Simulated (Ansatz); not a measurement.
## triplet BN: levels of theory in one basis

| atom | x (Å) | y (Å) | z (Å) |
| --- | --- | --- | --- |
| B | 0.0000 | 0.0000 | 0.0000 |
| N | 0.0000 | 0.0000 | 1.4091 |

Basis set: def2-SVP (spherical functions). Correlated methods keep 2 orbitals frozen. Correlation on ROHF uses semicanonical orbitals with singles. Charge 0, multiplicity 3.

Computed with Ansatz (development build ahead of 0.2.0); each method stands on the lowest determinant of its kind that the runs found.

```tsv
method	E − E(ROHF) (eV)	<S²> of the determinant
ROHF	0.00	2.00
UHF	-0.16	2.34
ROHF-MP2	-5.23	–
ROHF-CCSD(T)	-6.03	–
```

(1) What does UHF-MP2 give on the same scale?

(2) Is a single determinant a sound starting point here?

Results:

(1) -4.05 eV.

(2) Only with care. Unrestricted orbitals gain 0.16 eV and <S²> is 2.34 against 2.00 for a pure state, a contamination that matters most for the unrestricted series.

Caution: another spin multiplicity may lie lower. Caution for UHF, UHF-MP2: the unrestricted determinant is spin contaminated.
